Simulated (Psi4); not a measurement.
Psi4 input (wB97X-D/6-311+G**):

```
memory 1500 MB

molecule {
-1 1
Li    0.00000000    0.00000000    0.00000000
symmetry c1
no_reorient
no_com
}

set {
  basis 6-311+G**
  reference rks
  scf_type pk
  dft_radial_points 99
  dft_spherical_points 590
  e_convergence 1e-8
  d_convergence 1e-7
  maxiter 150
}

e = energy('wb97x-d')
print_out(f'\nFINAL {e:.10f} DIPOLE {variable("CURRENT DIPOLE")[0]:.6f} {variable("CURRENT DIPOLE")[1]:.6f} {variable("CURRENT DIPOLE")[2]:.6f}\n')
```

Output:

```
   => Loading Basis Set <=

    Name: 6-311+G**
    Role: ORBITAL
    Keyword: BASIS
    atoms 1 entry LI         line    66 file 6-311pgss.gbs

   => WB97X-D: Empirical Dispersion <=

    Chai and Head-Gordon Dispersion Correction
    Chai, J.-D.; Head-Gordon, M. (2010), J. Chem. Phys., 132: 6615-6620

        s6 =       1.000000

         ---------------------------------------------------------
                                   SCF
               by Justin Turney, Rob Parrish, Andy Simmonett
                          and Daniel G. A. Smith
                              RKS Reference
         ---------------------------------------------------------

  ==> Geometry <==

    Molecular point group: c1
    Geometry (in Angstrom), charge = -1, multiplicity = 1:

       Center              X                  Y                   Z               Mass
    ------------   -----------------  -----------------  -----------------  -----------------
         LI           0.000000000000     0.000000000000     0.000000000000     7.016003436600

  Running in c1 symmetry.

  Rotational constants: A = ************  B = ************  C = ************ [cm^-1]
  Rotational constants: A = ************  B = ************  C = ************ [MHz]
  Nuclear repulsion =    0.000000000000000

  Charge       = -1
  Multiplicity = 1
  Electrons    = 4
  Nalpha       = 2
  Nbeta        = 2

  ==> Algorithm <==

  SCF Algorithm Type is PK.
  DIIS enabled.
  MOM disabled.
  Fractional occupation disabled.
  Guess Type is CORE.
  Energy threshold   = 1.00e-08
  Density threshold  = 1.00e-07
  Integral threshold = 1.00e-12

  ==> Primary Basis <==

  Basis Set: 6-311+G**
    Blend: 6-311+G**
    Number of shells: 10
    Number of basis functions: 22
    Number of Cartesian functions: 23
    Spherical Harmonics?: true
    Max angular momentum: 2

  ==> DFT Potential <==

   => LibXC <=

    Version 7.1.2
    S. Lehtola, C. Steigemann, M. J. T. Oliveira, and M. A. L. Marques,  SoftwareX 7, 1–5 (2018) (10.1016/j.softx.2017.11.002)

   => Composite Functional: WB97X-D <=

    wB97X-D Hyb-GGA Exchange-Correlation Functional

    J.-D. Chai and M. Head-Gordon,  Phys. Chem. Chem. Phys. 10, 6615–6620 (2008) (10.1039/B810189B)

    Deriv               =              1
    GGA                 =           TRUE
    Meta                =          FALSE

    Exchange Hybrid     =           TRUE
    MP2 Hybrid          =          FALSE

   => Exchange-Correlation Functionals <=

    1.0000   wB97X-D range-separated functional

   => Exact (HF) Exchange <=

    0.7780            HF,LR [omega = 0.2000]
    0.2220               HF

   => LibXC Density Thresholds  <==

    XC_HYB_GGA_XC_WB97X_D:  1.00E-14

   => Molecular Quadrature <=

    Radial Scheme          =       TREUTLER
    Pruning Scheme         =           NONE
    Nuclear Scheme         =       TREUTLER

    Blocking Scheme        =         OCTREE
    BS radius alpha        =              1
    Pruning alpha          =              1
    Radial Points          =             99
    Spherical Points       =            590
    Total Points           =          57820
    Total Blocks           =            552
    Max Points             =            256
    Max Functions          =             22
    Weights Tolerance      =       1.00E-15

  ==> Integral Setup <==

  Using in-core PK algorithm.
   Calculation information:
      Number of atoms:                   1
      Number of AO shells:              10
      Number of primitives:             19
      Number of atomic orbitals:        23
      Number of basis functions:        22

      Integral cutoff                 1.00e-12
      Number of threads:                 1

  Performing in-core PK
  Using 96393 doubles for integral storage.
  We computed 1540 shell quartets total.
  Whereas there are 1540 unique shell quartets.

  Computing range-separated integrals for PK
  We computed 1540 wK shell quartets total.
  Whereas there are 1540 wK unique shell quartets.

  ==> DiskJK: Disk-Based J/K Matrices <==

    J tasked:                  Yes
    K tasked:                  Yes
    wK tasked:                 Yes
    Omega:               2.000E-01
    Schwarz Cutoff:          1E-12


  Cached 100.0% of DFT collocation blocks in 0.035 [GiB].

  Minimum eigenvalue in the overlap matrix is 5.5818107832E-02.
  Reciprocal condition number of the overlap matrix is 2.1279249177E-02.
    Using symmetric orthogonalization.

  ==> Pre-Iterations <==

  SCF Guess: Core (One-Electron) Hamiltonian.

   -------------------------------------------------------
    Irrep   Nso     Nmo     Nalpha   Nbeta   Ndocc  Nsocc
   -------------------------------------------------------
     A         22      22       2       2       2       0
   -------------------------------------------------------
    Total      22      22       2       2       2       0
   -------------------------------------------------------

  ==> Iterations <==

                        Total Energy        Delta E     RMS |[F,P]|

   @RKS iter   1:    -6.56017540107887   -6.56018e+00   4.17924e-02 ADIIS/DIIS
   @RKS iter   2:    -7.33434622082166   -7.74171e-01   9.09231e-03 ADIIS/DIIS
   @RKS iter   3:    -7.50214054994326   -1.67794e-01   1.70529e-03 ADIIS/DIIS
   @RKS iter   4:    -7.50744798561037   -5.30744e-03   5.36723e-04 ADIIS/DIIS
   @RKS iter   5:    -7.50825681408308   -8.08828e-04   8.26898e-05 DIIS
   @RKS iter   6:    -7.50827747330594   -2.06592e-05   2.74226e-05 DIIS
   @RKS iter   7:    -7.50828294217744   -5.46887e-06   1.05111e-05 DIIS
   @RKS iter   8:    -7.50828377178454   -8.29607e-07   6.31718e-07 DIIS
   @RKS iter   9:    -7.50828377256067   -7.76134e-10   1.54976e-08 DIIS
  Energy and wave function converged.

  ==> Post-Iterations <==

   Electrons on quadrature grid:
      Ntotal   =    4.0000000000 ; deviation = -5.991e-13

    Orbital Energies [Eh]
    ---------------------

    Doubly Occupied:

       1A     -1.953562     2A     -0.025783

    Virtual:

       3A      0.083732     4A      0.083732     5A      0.083732
       6A      0.098909     7A      0.147645     8A      0.147645
       9A      0.147645    10A      0.264274    11A      0.268635
      12A      0.268635    13A      0.268635    14A      0.678582
      15A      0.678582    16A      0.678582    17A      0.678582
      18A      0.678582    19A      0.705976    20A      0.705976
      21A      0.705976    22A      3.789826

    Final Occupation by Irrep:
              A
    DOCC [     2 ]
    NA   [     2 ]
    NB   [     2 ]

  @RKS Final Energy:    -7.50828377256067

   => Energetics <=

    Nuclear Repulsion Energy =              0.0000000000000000
    One-Electron Energy =                 -10.2141320248635985
    Two-Electron Energy =                   3.9381168532187134
    DFT Exchange-Correlation Energy =      -1.2322686009157859
    Empirical Dispersion Energy =          -0.0000000000000000
    VV10 Nonlocal Energy =                  0.0000000000000000
    Total Energy =                         -7.5082837725606710

Computation Completed

Properties will be evaluated at   0.000000,   0.000000,   0.000000 [a0]

Properties computed using the SCF density matrix

 Multipole Moments:

 ------------------------------------------------------------------------------------
     Multipole            Electronic (a.u.)      Nuclear  (a.u.)        Total (a.u.)
 ------------------------------------------------------------------------------------

 L = 1.  Multiply by 2.5417464519 to convert [e a0] to [Debye]
 Dipole X            :          0.0000000            0.0000000            0.0000000
 Dipole Y            :          0.0000000            0.0000000            0.0000000
 Dipole Z            :          0.0000000            0.0000000            0.0000000
 Magnitude           :                                                    0.0000000

 ------------------------------------------------------------------------------------

FINAL -7.5082837726 DIPOLE 0.000000 0.000000 0.000000

*** Psi4 exiting successfully. Buy a developer a beer!
```

The dipole moment of an ion depends on the origin.
